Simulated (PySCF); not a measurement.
A made-up structure of SiH₂S₂, singlet:

S1  (-1.955, 0.761, 0.902)
Si2  (1.570, 0.013, -0.194)
S3  (-0.503, -0.297, -0.185)
H4  (-0.705, -1.335, -1.040)
H5  (1.494, 1.089, 0.729)
(Å)

It is relaxed with PBE-D4/def2-SVP and then PBE0-D4/def2-TZVP (PySCF 2.14 with density fitting (its default auxiliary sets; JK sets also for MP2 and CCSD(T))). Atoms count as bonded within 1.22 times the sum of their covalent radii (H–H: 0.88 Å). The end point is not checked to be a true minimum.

Task: Does its bonding change? (A judgement: the text doesn't fix the answer.)

Result: Computed: No: no bond forms or breaks.

Where it ends: The first stage lowers the energy by 0.46 eV in 8 steps. It ends as SiH₂S₂ ([SiH][SH][S]):
```xyz
5
angstrom
S -2.0250 0.5321 0.7475
Si 1.6370 0.0005 -0.2252
S -0.4521 -0.2177 -0.1193
H -0.7768 -1.2348 -0.9488
H 1.5130 1.1385 0.7717
```

Labels in which every atom is bracketed show which atoms are joined, not bond orders.

For scale, one of the runs: PBE0-D4/def2-TZVP relaxation, 123 basis functions, launched by `OMP_NUM_THREADS=2 python run.py`. The run took 52 s on 2 CPU threads of a Oxide Virtual Turin-like (shared host), with 1.2 GiB of host memory at its peak.
